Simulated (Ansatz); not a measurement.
Input file:

```yaml
crystal:
  periodic: [false, false, false]
  atoms:
    - {symbol: B, position_ang: [0.000000, 0.000000, 1.320500]}
    - {symbol: O, position_ang: [0.000000, 0.000000, -0.008600]}
    - {symbol: B, position_ang: [0.000000, 0.000000, -1.311900]}
basis:
  gaussian: {orbitals: cc-pVDZ}
total_charge: 1
magnetization: {spin_polarized: true, initial_magnetization: 3}
correlation: {method: ccsd_t, electrons: outside_noble_gas}
```

```sh
$ ansatz run in.yaml --threads 1 --pin off --events-out ev --progress --plain --max-ram 2393MiB
```

The program prints:

```
393 factors; integrals over basis functions are off by at most 7.0e-4 eV
mean field evaluation 1: about -3360.2501 eV, gradient 4.3e1 eV
mean field evaluation 2: about -3360.3972 eV, gradient 4.3e1 eV
mean field evaluation 4: about -3368.2684 eV, gradient 4.0e0 eV
mean field evaluation 8: about -3368.6158 eV, gradient 9.2e-1 eV
mean field evaluation 16: about -3368.6363 eV, gradient 9.8e-6 eV
mean field evaluation 32: about -3368.6363 eV, gradient 1.6e-5 eV
mean field evaluation 64: about -3365.2972 eV, gradient 5.1e0 eV
mean field evaluation 96: about -3365.4579 eV, gradient 4.3e-4 eV
mean field evaluation 128: about -3368.6363 eV, gradient 1.0e-3 eV
mean field evaluation 160: about -3360.6460 eV, gradient 3.1e-4 eV
mean field evaluation 192: about -3359.4443 eV, gradient 8.8e0 eV
mean field evaluation 224: about -3359.2022 eV, gradient 8.9e0 eV
mean field evaluation 256: about -3362.0167 eV, gradient 3.2e1 eV
mean field -3368.63632892 eV, -123.7951017441 hartree, gradient 9.8e-6 eV, S^2 3.828315; 3 other end points of the search recorded, 0 dependent functions left out
determinant -3368.63632892 eV, -123.7951017441 hartree, with singles and doubles -3375.65777382 eV, -124.0531350848 hartree
determinant -3365.45789427 eV, -123.6782964250 hartree, with singles and doubles -3372.65791850 eV, -123.9428924350 hartree
3 core orbitals not correlated: weight in the atoms' cores, before any rotation towards them, 1.000 or more for the frozen orbitals, at most 0.000 for the correlated occupied ones
reference -3368.63632892 eV, -123.7951017441 hartree; 7, 4 occupied and 32, 35 virtual orbitals, 393 factors
second order -6.64907640 eV of doubles, -0.00000000 eV of singles
cycle   1  -7.02191701 eV  change   -4.7e-4 eV  update   1.3e-3
cycle   2  -7.02231151 eV  change   -3.9e-4 eV  update   9.7e-4
cycle   3  -7.02228339 eV  change    2.8e-5 eV  update   3.7e-4
cycle   4  -7.02232974 eV  change   -4.6e-5 eV  update   1.9e-4
cycle   5  -7.02266156 eV  change   -3.3e-4 eV  update   6.4e-5
cycle   6  -7.02264892 eV  change    1.3e-5 eV  update   2.6e-5
cycle   7  -7.02260570 eV  change    4.3e-5 eV  update   1.2e-5
cycle   8  -7.02259728 eV  change    8.4e-6 eV  update   3.6e-6
perturbative correction -0.23176758 eV, -0.0085173016 hartree
Total energy: -3375.89069379 eV, -124.0616947358 hartree
```

For the same geometry and basis UCCSDT(Q) lies 51.4 meV lower.

Ran on 1 thread of Intel Xeon 6975P-C, shared host: 1.2 s wall, 0.13 GiB peak host memory.
